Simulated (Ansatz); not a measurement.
**SiI3, doublet: from triple and quadruple zeta to the limit**

| atom | x (Å) | y (Å) | z (Å) |
| --- | --- | --- | --- |
| Si | -0.0545 | -0.0046 | 0.1030 |
| I | 1.7369 | -1.6864 | 0.0850 |
| I | -1.8027 | -0.5708 | -1.5284 |
| I | 0.8484 | 2.2402 | -0.3257 |

Connectivity, by distances: I–Si(–I)–I.

Ansatz 0.2.0, UHF determinant, valence electrons correlated, core potentials past Kr. Energies in eV.

```json
{"set": "def2-TZVPP", "X": "3", "functions": "192", "Hartree–Fock": "-32082.7590", "MP2 correlation": "-13.7156", "CCSD(T) correlation": "-15.6230", "time": "10 s on 1 × NVIDIA H100 80GB HBM3 with 1 thread of AMD EPYC 7R13 Processor (Zen 3), on a shared host"}
{"set": "def2-QZVPP", "X": "4", "functions": "316", "Hartree–Fock": "-32083.0884", "MP2 correlation": "-15.5682", "CCSD(T) correlation": "-17.5565", "time": "25 s on 1 × NVIDIA H100 80GB HBM3 with 1 thread of AMD EPYC 7R13 Processor (Zen 3) (shared host)"}
```

Hartree–Fock is taken to follow E(X) = E∞ + A·exp(−7.88·√X), correlation E(X) = E∞ + B·X^−2.97.

Cautions: no spin-orbit coupling; inner d shell frozen.

Work out the CCSD(T) energy at the limit, and how far the shortcut misses it that extrapolates MP2 and adds CCSD(T) minus MP2 from the smaller set.

Hartree–Fock: E∞ = E4 + 0.1377·(E4 − E3) = -32083.1338. Correlation: E∞ = E4 + 0.7407·(E4 − E3) = -18.9887 for CCSD(T) and -16.9405 for MP2. The limit is -32102.1225 eV, 1.478 eV below def2-QZVPP. The shortcut gives a correlation energy of -16.9405 + (-1.9074) = -18.8479, 141 meV higher than the direct value.

Past Ne part of the Hartree–Fock step between the two sets comes from the cores, which don't follow the formula, so the 45 meV that it adds to the total can overshoot; that part largely cancels in differences.

The exponents were fitted on light atoms, and def2 sets of heavy atoms don't grow evenly, so the limit is rough here.
